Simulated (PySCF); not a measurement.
C3H3NO.
Z-matrix (Å and degrees, PBE0-D3(BJ)/def2-SVP geometry), rows numbered from 1:
```
C 
C   1  1.3371
N   2  1.3758  1  125.55
C   3  1.1991  2  149.76  1     0.08
O   4  1.1690  3  174.52  2  -179.82
H   1  1.0910  2  119.61  3   179.98
H   1  1.0927  2  122.04  3    -0.00
H   2  1.0941  1  120.94  3  -179.99
```

Linear response at PBE0/def2-SVPD (PySCF, frozen core in the response, non-relativistic).

Static isotropic polarisability: 48.65 au (7.21 Å³), principal values 29.8, 42.4, 73.8 au.

Task: What is the polarisability at 1064 nm and at the sodium D line?

Result: 49.23 au at 1064 nm (+1.2 %), 50.63 au at 589.3 nm (+4.1 %). The rise at 589.3 nm is 3.44 times that at 1064 nm; a pure ω² law gives 3.26. The lowest singlet lies at 204 nm, shorter than both wavelengths.

Task: What is the isotropic C6 coefficient between two such molecules, C6 = (3/π)∫α(iω)² dω?

Result: 909.2 au (Eh·bohr⁶) by a ten-point quadrature over imaginary frequencies, which is 543 eV·Å⁶ or 52.4 J·nm⁶/mol.

Task: Which effective excitation energy ω̄ makes London's formula C6 = (3/4)α²ω̄ exact here?

Result: ω̄ = 4·C6/(3α²) = 0.512 Eh = 13.9 eV. A one-pole form α(ω) = α/(1 − ω²/ω̄²) fitted to the 1064 nm value gives 10.8 eV.

Task: How many electrons N does the Slater–Kirkwood formula C6 = (3/4)·√N·α^(3/2) need to give this C6?

Result: N = (4·C6/3)²/α³ = 12.8; the species has 36 electrons in all.

Task: What three-body coefficient follows from the one-pole estimate C9 = (3/4)·α·C6?

Result: 33200 au. This is an estimate from the two numbers above, not a computed integral.

Task: What molar refraction at the D line follows from R = (4π/3)·N_A·α′, with α′ the polarisability volume?

Result: α′ = 7.50 Å³ gives R = 18.93 cm³/mol, for isolated, non-vibrating species.

Hardware: one thread, Arm Neoverse V1 (aarch64), no GPU, shared host. Cost: 10 s wall (with the writing of density and orbital grids), 0.55 GiB resident at most. This is the whole response run at PBE0/def2-SVPD, SCF included.

One conformer stands for the species.
